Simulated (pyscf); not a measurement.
HN=B–SiH₃ + H₂ -> HB=NH + SiH₄, a four-centre exchange (singlet surface; B–Si, H–H broken, B–H, H–Si formed). Optimised with ωB97X-D3(BJ)/def2-SVP in PySCF. Energies in kcal/mol from the separated reactants.

Small-basis levels: PySCF, no dispersion term, spherical d functions. 

In single points HF/STO-3G puts the saddle at 147.4 kcal/mol and the reaction energy at -3.7 kcal/mol. Should these be trusted to within a few kcal/mol? Compare with ωB97M-D3(BJ)/def2-TZVP.

ωB97M-D3(BJ)/def2-TZVP gives ΔE‡ = 69.9 kcal/mol and ΔE = -4.6 kcal/mol. HF/STO-3G lies 77.5 kcal/mol over it in the barrier and 0.9 kcal/mol over it in the reaction energy, so on this step it does not hold to within 3.0 kcal/mol. ωB97M-D3(BJ)/def2-TZVP has limits of its own. HN=B–SiH₃ lies 18.0 kcal/mol over its isomer HB=N–SiH₃ (electronic energy, ωB97M-D3(BJ)/def2-TZVP). One saddle was located; it need not be the lowest between these sides.
